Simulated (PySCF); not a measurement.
Compound: C4H7N.
Geometry (GFN2-xTB, Å), atoms numbered from 1 in this order:
```xyz
12
C4H7N angstrom
C     -1.2720   -0.4966   -0.3345
C     -0.4172    0.3524    0.5981
C      0.9513    0.6708   -0.0194
C      1.7254   -0.5286   -0.2117
N      2.3300   -1.4882   -0.3554
H     -2.2289   -0.7214    0.1297
H     -1.4588    0.0280   -1.2697
H     -0.7703   -1.4350   -0.5610
H     -0.2702   -0.1751    1.5432
H     -0.9276    1.2938    0.8127
H      1.5177    1.3422    0.6327
H      0.8219    1.1570   -0.9908
```

Method: PBE0/pcSseg-1 in PySCF (dipole) on a GFN2-xTB geometry, gas phase.

Masses are those of the commonest isotopes; rigid-rotor values at the optimised geometry. The values belong to one conformer with, in the numbering `[CH3:1][CH2:2][CH2:3][C:4]#[N:5]`, C1–C2–C3–C4 -64°.

(1) What are A, B and C (MHz)?

(2) What kind of rotor is it?

(3) Is it planar, by Δ = Ic − Ia − Ib?

(4) List the rotational levels J(Ka,Kc) to J = 4 (MHz).

(5) Which types of transition are allowed, and where do some lines up to J = 4 fall?

(6) Estimate the classical rotational partition function at 25 K, 100 K and 298.15 K.

## Answers

(1) Ia = 49.34, Ib = 151.78, Ic = 182.21 u·Å²; 505379 MHz·u·Å²/I gives A = 10244, B = 3330, C = 2774 MHz.

(2) An asymmetric top: κ = (2 × 3330 − 10244 − 2774)/(10244 − 2774) = -0.85.

(3) Not planar: Δ = Ic − Ia − Ib = -18.90 u·Å². For a rigid frame Δ = −2 Σ m c², so Σ m c² = 9.45 u·Å² lies off the ab plane: 5.82 from hydrogen and 3.63 from heavier atoms. The atom farthest from that plane is 1.48 Å away.

(4) Above 0(0,0):
J = 1: 1(0,1) 6103, 1(1,1) 13017, 1(1,0) 13573
J = 2: 2(0,2) 18277, 2(1,2) 24668, 2(1,1) 26336, 2(2,1) 47078, 2(2,0) 47111
J = 3: 3(0,3) 36459, 3(1,3) 42123, 3(1,2) 45459, 3(2,2) 65388, 3(2,1) 65548, 3(3,1) 101369, 3(3,0) 101370
J = 4: 4(0,4) 60556, 4(1,4) 65363, 4(1,3) 70916, 4(2,3) 89776, 4(2,2) 90252, 4(3,2) 125843, 4(3,1) 125851, 4(4,1) 176132, 4(4,0) 176133
The levels of one J sum to (2J + 1)J(J + 1)(A + B + C)/3.

(5) The dipole components are |μa| = 3.33 D, |μb| = 2.15 D, |μc| = 0.48 D. Intensities carry the squares of the components, which stand as 1.00 : 0.42 : 0.02 (a : b : c). Some lines, for components of 0.1 D or more:

```
type  branch         J(Ka,Kc)    MHz  lower level (cm⁻¹)
   a       Q  4(2,2) ← 4(2,3)    476               2.995
   b       R  2(0,2) ← 1(1,1)   5260               0.434
   a       R  1(0,1) ← 0(0,0)   6103               0.000
   b       Q  1(1,0) ← 1(0,1)   7470               0.204
   a       R  2(0,2) ← 1(0,1)  12174               0.204
   a       R  2(1,1) ← 1(1,0)  12763               0.453
   b       R  1(1,1) ← 0(0,0)  13017               0.000
   c       R  1(1,0) ← 0(0,0)  13573               0.000
   b       R  4(0,4) ← 3(1,3)  18432               1.405
   a       R  3(2,1) ← 2(2,0)  18438               1.571
   a       R  3(1,2) ← 2(1,1)  19123               0.878
   b       Q  3(2,1) ← 3(1,2)  20089               1.516
   c       Q  2(2,1) ← 2(1,1)  20742               0.878
   b       Q  2(2,1) ← 2(1,2)  22411               0.823
   b       Q  3(2,2) ← 3(1,3)  23265               1.405
   b       R  3(1,3) ← 2(0,2)  23846               0.610
   a       R  4(2,3) ← 3(2,2)  24388               2.181
   a       R  4(3,1) ← 3(3,0)  24481               3.381
   a       R  4(1,3) ← 3(1,2)  25457               1.516
   c       R  3(1,2) ← 2(0,2)  27182               0.610
   c       R  2(2,1) ← 1(1,1)  34061               0.434
   b       Q  4(3,1) ← 4(2,2)  35599               3.010
   b       Q  3(3,0) ← 3(2,1)  35821               2.186
   c       Q  4(4,1) ← 4(3,1)  50282               4.198
   b       R  3(3,0) ← 2(2,1)  54291               1.570
   c       R  4(4,1) ← 3(3,1)  74764               3.381
   b       R  4(4,0) ← 3(3,1)  74764               3.381
```

(6) Point group C1, symmetry number σ = 1; q = (√π/σ)·√((kT/h)³/(ABC)), k/h = 20836.6 MHz/K: 2170 at 25 K, 17300 at 100 K, 89200 at 298.15 K.

Not checked by GFN2-xTB frequencies. Constants of a rigid frame at the computed geometry: no zero-point averaging, no centrifugal distortion. A rigid rotor knows nothing of internal rotation, which can split or shift real lines. Quadrupole hyperfine structure (14N) is left out.
